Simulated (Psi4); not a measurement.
**C2F3 (trifluorovinyl radical): a chain of runs**

We compute a structure relaxation (doublet C2F3, UMP2/def2-SVPD), then the energy (singlet [C2F3]+, MP2/def2-SVPD), then a geometry optimisation (singlet [C2F3]+, MP2/def2-SVPD), then a single-point energy (singlet [C2F3]−, MP2/def2-SVPD), then a structure relaxation (singlet [C2F3]−, MP2/def2-SVPD) of C2F3. 

The results are computed with Psi4 1.11.

**1. The system as given**

C2F3 has 5 atoms, charge 0, and is taken as a doublet. SMILES: `F[C]=C(F)F`. The shape is that of a PBE0-D4/def2-TZVP optimisation. The run starts from this shape.

Bond lengths: F1–C2 1.297 Å, C2–C3 1.311 Å, C3–F4 1.317 Å, C3–F5 1.311 Å. Angles: F1–C2–C3 129.8°, C2–C3–F4 124.9°, C2–C3–F5 123.2°, F4–C3–F5 111.9°.

**2. A geometry optimisation at UMP2/def2-SVPD (density fitting, density fitting for correlation) (run 1)**

calc.in

```
memory 1600 mb

molecule {
  0 2
  F      0.577720    -1.033470     1.511080
  C      0.506940     0.038840     0.785720
  C     -0.126500     0.247860    -0.343200
  F     -0.848620    -0.650470    -0.980670
  F     -0.109540     1.397240    -0.972920
  symmetry c1
}

set basis def2-SVPD
set reference uhf
set num_frozen_docc 5

E, wfn = opt('mp2', return_wfn=True)
```

The run is started by

```bash
psi4 calc.in calc.out -n 1
```

calc.out:

```text
[...]
  Running in c1 symmetry.
[...]
  Nuclear repulsion =  163.403943792540275
[...]
  Multiplicity = 2
[...]
  Nalpha       = 20
  Nbeta        = 19
[...]
    Number of basis functions: 109
[...]
   @DF-UHF iter   1:  -373.56217544724495   -4.77148e-01   3.59404e-03 DIIS/ADIIS
[...]
	Warning: cc_lambda option is changed to TRUE
	For this residual convergence, default PCG convergence is:     1.00e-07
[...]
	DF-SCS-MP2 Total Energy (a.u.)     :  -374.40276487097992
	DF-SOS-MP2 Total Energy (a.u.)     :  -374.38554991094929
[...]
	Warning: cc_lambda option is changed to TRUE
	For this residual convergence, default PCG convergence is:     1.00e-07
[...]
   @DF-UHF iter  15:  -373.64237389179561   -3.41061e-13   8.82030e-11 DIIS
[...]
   @S^2 Observed:                9.229990221E-01
[...]
  @DF-UHF Final Energy:  -373.64237389179561
   => Energetics <=
    Nuclear Repulsion Energy =            163.0319447739879308
    One-Electron Energy =                -842.0778127591511293
    Two-Electron Energy =                 305.4034940933676125
    Total Energy =                       -373.6423738917956143
  UHF NO Occupations:
  HONO-2 :   18  A 1.9976557
  HONO-1 :   19  A 1.9141422
[...]
 Multipole Moments:
 ------------------------------------------------------------------------------------
     Multipole            Electronic (a.u.)      Nuclear  (a.u.)        Total (a.u.)
 ------------------------------------------------------------------------------------
 L = 1.  Multiply by 2.5417464519 to convert [e a0] to [Debye]
 Dipole X            :         -0.1037688            0.2650661            0.1612972
 Dipole Y            :         -0.0715564            0.1998453            0.1282889
 Dipole Z            :         -0.1244433            0.3079954            0.1835521
 Magnitude           :                                                    0.2759823
[...]
	DF-SCS-MP2 Total Energy (a.u.)     :  -374.40352750171832
	DF-SOS-MP2 Total Energy (a.u.)     :  -374.38640615023468
	DF-SCS(N)-MP2 Total Energy (a.u.)  :  -374.03496619105670
[...]
	DF-MP2 Total Energy (a.u.)         :  -374.43777020468553
[...]
    Final optimized geometry and variables:
    Molecular point group: c1
    Full point group: C1
    Geometry (in Angstrom), charge = 0, multiplicity = 2:
    F            0.612898038136    -1.011648693688     1.554793105748
    C            0.534395241981     0.062127899488     0.816018642162
    C           -0.089543588158     0.273265809064    -0.299120130329
    F           -0.816959904191    -0.628072270891    -0.942995734207
    F           -0.076920688118     1.427875554828    -0.938287029059
    Psi4 run time: 0:00:22.75
[...]
```

On the terminal:

```text
Optimizer: Optimization complete!
```

Wall time 24 s (1 thread of Intel Xeon 6975P-C (Granite Rapids), shared host); peak memory 0.68 GiB.

The path in brief:

```
step  energy from the first frame kept (eV)  largest force (eV/Å)
   0                                 0.0000                1.6125
   1                                -0.0147                0.1651
   2                                -0.0156                0.0380
   3                                -0.0157                0.0093
```

After the run. Bond lengths: F1–C2 1.306 Å, C2–C3 1.295 Å, C3–F4 1.325 Å, C3–F5 1.320 Å. Angles: F1–C2–C3 130.6°, C2–C3–F4 124.9°, C2–C3–F5 123.7°, F4–C3–F5 111.4°.

**3. The singlet cation: the energy at MP2/def2-SVPD (density fitting, density fitting for correlation) (run 2)**

calc.dat

```
memory 1600 mb

molecule {
  1 1
  F      0.580026    -1.036421     1.516559
  C      0.501523     0.037356     0.777785
  C     -0.122416     0.248493    -0.337354
  F     -0.849832    -0.652845    -0.981229
  F     -0.109793     1.403103    -0.976521
  symmetry c1
}

set globals {
  basis def2-SVPD
  reference rhf
  num_frozen_docc 5
}

e_tot = energy("mp2")
print_variables()
```

The run is started by

```bash
psi4 -i calc.dat -o calc.out -n 1
```

calc.out:

```text
[...]
  Running in c1 symmetry.
[...]
  Nuclear repulsion =  163.031952706445480
[...]
  Multiplicity = 1
[...]
  Nalpha       = 19
  Nbeta        = 19
[...]
    Number of basis functions: 109
[...]
   @DF-RHF iter   1:  -373.04971898757873    5.64456e-03   4.85157e-03 ADIIS/DIIS
[...]
   @DF-RHF iter  18:  -373.19256499755494   -1.00783e-10   6.52164e-09 DIIS
[...]
    Orbital Energies [Eh]
    ---------------------
    Doubly Occupied:
       1A    -26.719137     2A    -26.644940     3A    -26.628523
       4A    -11.800699     5A    -11.793907     6A     -1.992597
       7A     -1.962343     8A     -1.895830     9A     -1.415413
      10A     -1.178915    11A     -1.134978    12A     -1.086755
      13A     -1.084784    14A     -1.037519    15A     -1.031873
      16A     -0.971637    17A     -0.962801    18A     -0.943164
      19A     -0.749644
[...]
  @DF-RHF Final Energy:  -373.19256499755494
   => Energetics <=
    Nuclear Repulsion Energy =            163.0319527064454803
    One-Electron Energy =                -830.3781158376961002
    Two-Electron Energy =                 294.1535981336956525
    Total Energy =                       -373.1925649975549391
[...]
 Multipole Moments:
 ------------------------------------------------------------------------------------
     Multipole            Electronic (a.u.)      Nuclear  (a.u.)        Total (a.u.)
 ------------------------------------------------------------------------------------
 L = 1.  Multiply by 2.5417464519 to convert [e a0] to [Debye]
 Dipole X            :          0.5290285            0.2650659            0.7940944
 Dipole Y            :          0.1158475            0.1998454            0.3156930
 Dipole Z            :          0.7763453            0.3079954            1.0843407
 Magnitude           :                                                    1.3805951
[...]
```

It took 2.6 s on 1 thread of Intel Xeon 6975P-C (Granite Rapids), shared host; peak memory 0.22 GiB.

**4. The singlet cation: a geometry optimisation at MP2/def2-SVPD (density fitting, density fitting for correlation) (run 3)**

input.dat

```
memory 1.6 GB

molecule {
  1 1
  F      0.580026    -1.036421     1.516559
  C      0.501523     0.037356     0.777785
  C     -0.122416     0.248493    -0.337354
  F     -0.849832    -0.652845    -0.981229
  F     -0.109793     1.403103    -0.976521
  symmetry c1
}

set basis def2-SVPD
set reference rhf
set geom_maxiter 50
set num_frozen_docc 5

energy_value, wavefunction = opt('mp2', return_wfn=True)
print_variables()
```

The run is started by

```bash
psi4 input.dat output.dat -n 1
```

output.dat:

```text
Psi4 1.11 release

gradient() will perform analytic gradient computation.
    SCF Algorithm Type (re)set to DF.

   => Loading Basis Set <=

    Name: DEF2-SVPD
    Role: ORBITAL
    Keyword: BASIS

         ---------------------------------------------------------
                                   SCF
                              RHF Reference
                        1 Threads,   1525 MiB Core
         ---------------------------------------------------------

  ==> Geometry <==

    Molecular point group: c1
    Full point group: C1

    Geometry (in Angstrom), charge = 1, multiplicity = 1:

[... 98 lines left out ...]
   @DF-RHF iter   4:  -373.19186097596378   -2.82592e-03   1.97937e-04 DIIS/ADIIS
[... 13 lines left out ...]
   @DF-RHF iter  18:  -373.19256499755494   -1.00783e-10   6.52164e-09 DIIS
[... 59 lines left out ...]
 Dipole Z            :          0.7763427            0.3079954            1.0843382
[... 149 lines left out ...]
	 SCS Total Energy          =    -373.9793192924049663 [Eh]
[... 171 lines left out ...]
   @DF-RHF iter   7:  -373.25965997384117   -5.11591e-13   1.62737e-10 DIIS
[... 102 lines left out ...]
    CGRSolver converged.
[... 86 lines left out ...]
	  Convergence Criteria     1.00e-06 *    3.00e-04 *             o    1.20e-03 *             o
[... 25 lines left out ...]
PsiException: Could not converge geometry optimization in 50 iterations.

psi4.driver.p4util.exceptions.OptimizationConvergenceError: Could not converge geometry optimization in 50 iterations.

Printing out the relevant lines from the Psithon --> Python processed input file:
    core.IO.set_default_namespace("")
    core.set_global_option("BASIS", "def2-SVPD")
    core.set_global_option("REFERENCE", "rhf")
    core.set_global_option("GEOM_MAXITER", 50)
    core.set_global_option("NUM_FROZEN_DOCC", 5)
--> energy_value, wavefunction = opt('mp2', return_wfn=True)
    print_variables()

!-------------------------------------------------------------!
!                                                             !
!  Could not converge geometry optimization in 50 iterations. !
!                                                             !
!-------------------------------------------------------------!

    Psi4 run time: 0:01:40.44

[set-up sections that repeat, and orbital energies of the middle runs, are left out above]
```

Wall time 1.7 min (1 thread of Intel Xeon 6975P-C (Granite Rapids), shared host); peak memory 0.31 GiB.

The run stopped without converging.

**5. The singlet anion: a single-point energy at MP2/def2-SVPD (density fitting, density fitting for correlation) (run 4)**

c2f3.xyz

```xyz
5
C2F3
F      0.580026    -1.036421     1.516559
C      0.501523     0.037356     0.777785
C     -0.122416     0.248493    -0.337354
F     -0.849832    -0.652845    -0.981229
F     -0.109793     1.403103    -0.976521
```

c2f3.py

```python
import psi4

psi4.set_memory('1600 MB')
psi4.set_num_threads(1)
psi4.set_output_file('psi4.out', False)

with open('c2f3.xyz') as f:
    atoms = ''.join(f.readlines()[2:])
molecule = psi4.geometry('-1 1\n' + atoms + 'symmetry c1')

psi4.set_options({
    'basis': 'def2-SVPD',
    'reference': 'rhf',
    'num_frozen_docc': 5,
})

E, wfn = psi4.energy('mp2', molecule=molecule, return_wfn=True)
print('E =', round(E, 9))
for k, v in sorted(psi4.core.scalar_variables().items()):
    print(f'{k:45s} {v:18.10f}')
```

The run is started by

```bash
python c2f3.py
```

psi4.out:

```text
[...]
  Running in c1 symmetry.
[...]
  Nuclear repulsion =  163.031952706445480
[...]
  Multiplicity = 1
[...]
  Nalpha       = 20
  Nbeta        = 20
[...]
    Number of basis functions: 109
[...]
   @DF-RHF iter   1:  -373.55119637526468   -4.95833e-01   4.01083e-03 ADIIS/DIIS
[...]
   @DF-RHF iter  13:  -373.65201391178272   -4.43379e-12   4.96575e-09 DIIS
[...]
    Orbital Energies [Eh]
    ---------------------
    Doubly Occupied:
       1A    -26.123157     2A    -26.119640     3A    -26.094090
       4A    -11.147253     5A    -11.024955     6A     -1.456838
       7A     -1.398380     8A     -1.392605     9A     -0.794067
      10A     -0.650381    11A     -0.585376    12A     -0.568429
      13A     -0.548734    14A     -0.485902    15A     -0.482121
      16A     -0.478718    17A     -0.456613    18A     -0.446274
      19A     -0.128900    20A     -0.090389
[...]
  @DF-RHF Final Energy:  -373.65201391178272
   => Energetics <=
    Nuclear Repulsion Energy =            163.0319527064454803
    One-Electron Energy =                -852.4222910698493934
    Two-Electron Energy =                 315.7383244516211676
    Total Energy =                       -373.6520139117827171
[...]
 Multipole Moments:
 ------------------------------------------------------------------------------------
     Multipole            Electronic (a.u.)      Nuclear  (a.u.)        Total (a.u.)
 ------------------------------------------------------------------------------------
 L = 1.  Multiply by 2.5417464519 to convert [e a0] to [Debye]
 Dipole X            :         -1.0462125            0.2650659           -0.7811466
 Dipole Y            :         -0.7023723            0.1998454           -0.5025269
 Dipole Z            :         -1.2655508            0.3079954           -0.9575554
 Magnitude           :                                                    1.3340298
[...]
```

Standard output:

```text
E = -374.494216135
CURRENT CORRELATION ENERGY                         -0.8422022228
CURRENT ENERGY                                   -374.4942161346
CURRENT REFERENCE ENERGY                         -373.6520139118
CUSTOM SCS-MP2 CORRELATION ENERGY                  -0.8085062178
CUSTOM SCS-MP2 TOTAL ENERGY                      -374.4605201296
DD SOLVATION ENERGY                                 0.0000000000
HF KINETIC ENERGY                                 373.0551583359
HF POTENTIAL ENERGY                              -746.7071722477
HF TOTAL ENERGY                                  -373.6520139118
HF VIRIAL RATIO                                     2.0015999124
MP2 CORRELATION ENERGY                             -0.8422022228
MP2 DOUBLES ENERGY                                 -0.8422022228
MP2 OPPOSITE-SPIN CORRELATION ENERGY               -0.6089678580
MP2 SAME-SPIN CORRELATION ENERGY                   -0.2332343648
MP2 SINGLES ENERGY                                 -0.0000000000
MP2 TOTAL ENERGY                                 -374.4942161346
NUCLEAR REPULSION ENERGY                          163.0319527064
ONE-ELECTRON ENERGY                              -852.4222910698
PCM POLARIZATION ENERGY                             0.0000000000
PE ENERGY                                           0.0000000000
SCF ITERATION ENERGY                             -373.6520139118
SCF ITERATIONS                                     13.0000000000
SCF TOTAL ENERGY                                 -373.6520139118
SCS-MP2 CORRELATION ENERGY                         -0.8085062178
SCS-MP2 TOTAL ENERGY                             -374.4605201296
TWO-ELECTRON ENERGY                               315.7383244516
```

Wall time 1.9 s (1 thread of Intel Xeon 6975P-C (Granite Rapids), shared host); peak memory 0.22 GiB.

**6. The singlet anion: a geometry optimisation at MP2/def2-SVPD (density fitting, density fitting for correlation) (run 5)**

input.in

```
memory 1.6 GB

molecule {
  -1 1
  F      0.580026    -1.036421     1.516559
  C      0.501523     0.037356     0.777785
  C     -0.122416     0.248493    -0.337354
  F     -0.849832    -0.652845    -0.981229
  F     -0.109793     1.403103    -0.976521
  symmetry c1
}

set globals {
  basis def2-SVPD
  reference rhf
  geom_maxiter 50
  num_frozen_docc 5
}

E = optimize('mp2')
```

The run is started by

```bash
psi4 -n 1 input.in input.out
```

input.out:

```text
[...]
  Running in c1 symmetry.
[...]
  Nuclear repulsion =  163.031952706445480
[...]
  Multiplicity = 1
[...]
  Nalpha       = 20
  Nbeta        = 20
[...]
    Number of basis functions: 109
[...]
   @DF-RHF iter   1:  -373.55119637526468   -4.95833e-01   4.01083e-03 ADIIS/DIIS
[...]
   @DF-RHF iter  12:  -373.67533680059927   -5.68434e-14   3.67868e-11 DIIS
[...]
  @DF-RHF Final Energy:  -373.67533680059927
   => Energetics <=
    Nuclear Repulsion Energy =            159.4358808161086074
    One-Electron Energy =                -845.5182115708300898
    Two-Electron Energy =                 312.4069939541222425
    Total Energy =                       -373.6753368005992684
[...]
 Multipole Moments:
 ------------------------------------------------------------------------------------
     Multipole            Electronic (a.u.)      Nuclear  (a.u.)        Total (a.u.)
 ------------------------------------------------------------------------------------
 L = 1.  Multiply by 2.5417464519 to convert [e a0] to [Debye]
 Dipole X            :         -1.1164887            0.3691743           -0.7473144
 Dipole Y            :         -0.5298877            0.3173348           -0.2125529
 Dipole Z            :         -1.4783435            0.4083179           -1.0700256
 Magnitude           :                                                    1.3223511
[...]
  -Total Gradient:
     Atom            X                  Y                   Z
    ------   -----------------  -----------------  -----------------
       1        0.000021027794    -0.000034125411    -0.000026320274
       2        0.000017148051     0.000022406737     0.000036529595
       3       -0.000043307644     0.000211914824     0.000011469352
       4       -0.000047495092    -0.000092187854    -0.000048344347
       5        0.000052626891    -0.000108008294     0.000026665673
[...]
    Final optimized geometry and variables:
    Molecular point group: c1
    Full point group: C1
    Geometry (in Angstrom), charge = -1, multiplicity = 1:
    F            0.507519048390    -1.106490814647     1.440240378482
    C            0.658009049924     0.232188250803     0.916700158596
    C           -0.038436063158     0.300384253124    -0.231433709758
    F           -0.785183261903    -0.656460506913    -0.875949646563
    F           -0.113677931272     1.426561468562    -0.997126971661
    Psi4 run time: 0:00:15.27
[...]
```

On the terminal:

```text
Optimizer: Optimization complete!
```

It took 16 s on 1 thread of Intel Xeon 6975P-C (Granite Rapids), shared host; peak memory 0.31 GiB.

Step by step:

```
step  energy from the first frame kept (eV)  largest force (eV/Å)
   0                                 0.0000                5.9335
   1                                -0.7355                2.4675
   2                                -0.8466                0.9649
   3                                -0.8624                0.4759
   4                                -0.8675                0.1478
   5                                -0.8681                0.0693
   6                                -0.8682                0.0316
   7                                -0.8682                0.0111
```

After the run. Bond lengths: F1–C2 1.445 Å, C2–C3 1.345 Å, C3–F4 1.374 Å, C3–F5 1.364 Å. Angles: F1–C2–C3 107.6°, C2–C3–F4 130.3°, C2–C3–F5 123.4°, F4–C3–F5 106.4°.

**7. Outcome**

```
                                                                         quantity                      value
                                   run 1, UMP2/def2-SVPD: total energy at the end              -374.43777 Eh
run 1, UMP2/def2-SVPD: HOMO energy (Hartree–Fock orbitals) (highest over α and β)                  -11.45 eV
 run 1, UMP2/def2-SVPD: LUMO energy (Hartree–Fock orbitals) (lowest over α and β)                    1.09 eV
               run 1, UMP2/def2-SVPD: correlation energy (5 core orbitals frozen)                 -795.4 mEh
                         run 1, UMP2/def2-SVPD: ⟨S²⟩ of the reference determinant                      0.923
                                              singlet cation, run 2: total energy              -374.00961 Eh
                       singlet cation, run 2: HOMO energy (Hartree–Fock orbitals)                  -20.40 eV
                       singlet cation, run 2: LUMO energy (Hartree–Fock orbitals)                  -10.09 eV
                     singlet cation, run 2: HOMO–LUMO gap (Hartree–Fock orbitals)                   10.31 eV
               singlet cation, run 2: correlation energy (5 core orbitals frozen)                 -817.0 mEh
                                               singlet anion, run 4: total energy              -374.49422 Eh
                        singlet anion, run 4: HOMO energy (Hartree–Fock orbitals)                   -2.46 eV
                        singlet anion, run 4: LUMO energy (Hartree–Fock orbitals)                    6.76 eV
      singlet anion, run 4: HOMO–LUMO gap (to an unbound level, set by the basis)                    9.22 eV
                singlet anion, run 4: correlation energy (5 core orbitals frozen)                 -842.2 mEh
                                    singlet anion, run 5: total energy at the end              -374.52612 Eh
                singlet anion, run 5: correlation energy (5 core orbitals frozen)                 -850.8 mEh
                                                            singlet cation, run 3  no result (not converged)
           adiabatic electron affinity (to the singlet anion, no zero-point term)                   2.404 eV
```

The adiabatic electron affinity (to the singlet anion, no zero-point term) is 2.40 eV (232 kJ/mol). ⟨S²⟩ (run 1, UMP2/def2-SVPD) is 0.92 where a pure doublet has 0.75: the reference is spin-contaminated. The optimisation (run 1, UMP2/def2-SVPD) took 4 steps and changed the energy by -0.016 eV. The optimisation (singlet anion, run 5) took 8 steps and changed the energy by -0.868 eV. 1 of the 5 runs did not end normally.
